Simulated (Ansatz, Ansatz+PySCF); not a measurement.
```xyz
10

N     1.1384    0.0254    0.0375
C     0.2944    1.0976   -0.0211
C    -1.0293    0.7102    0.0185
C    -0.9851   -0.7159   -0.0497
C     0.3332   -1.1152    0.0498
H     2.1125   -0.0169    0.0448
H     0.7533    2.1018   -0.0448
H    -1.8509    1.3213   -0.0236
H    -1.8309   -1.4105   -0.0005
H     0.7660   -2.0659    0.0016
```

RHF on singlet C₄H₅N was run in several spherical basis sets with Ansatz (development build ahead of 0.2.0).

(1) Rank the basis sets by the total energy that they give, lowest first, with the distance from the lowest.
A. cc-pVDZ
B. 6-31G(d)
C. def2-SVP
D. 6-31G
E. cc-pVTZ
F. def2-TZVP

Answers

(1) F (0.00 eV), E (0.13 eV), A (1.65 eV), B (2.25 eV), D (4.34 eV), C (6.26 eV).

Totals follow the description of the cores as much as that of the bonds, so this order isn't one of quality for chemistry.
